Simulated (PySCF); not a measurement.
Cl2. Atoms are numbered in the order given.

```xyz
2

Cl     0.0000     0.0000    -0.9901
Cl     0.0000     0.0000     0.9901
```

Geometry: PBE0-D3(BJ)/def2-TZVPD.

The numbers are results of PBE0-D3(BJ)/def2-TZVPD (PySCF), not measurements.

Frequencies are harmonic and unscaled.

```csv
mode,ν (cm⁻¹),IR (km/mol),Raman (Å⁴/amu),depolarisation,moving atoms (share of kinetic energy)
1,577,0.0,12.7,0.16,Cl 100 %
```
